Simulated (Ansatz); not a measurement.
Basis-set extrapolation for C₈H₁₈ (`CC(C)CCC(C)C`) (PBE0-D4/def2-TZVP geometry, frozen core, Ansatz). Multiplicity 1, RHF reference.

```tsv
	def2-TZVPP	def2-QZVPP
HF	-313.550551	-313.565417
MP2 correlation	-1.420644	-1.507709
CCSD(T) correlation	-1.570261	not run
```

Energies in hartree. Use E(X) = E(∞) + A·exp(−7.88·√X) for Hartree–Fock and E(X) = E(∞) + B·X^(−2.97) for correlation, with X = 3 and 4, and add CCSD(T) minus MP2 of the smaller set to the MP2 limit.

What is the CCSD(T) energy at the basis-set limit?

HF limit: -313.565417 + (-0.014866) × 0.13774 = -313.56746. MP2 limit: -1.507709 + (-0.087065) × 0.74074 = -1.57220. Higher-order term: -1.570261 − (-1.420644) = -0.14962. Total: -315.28928 hartree, 105.7 kcal/mol below CCSD(T)/def2-TZVPP.
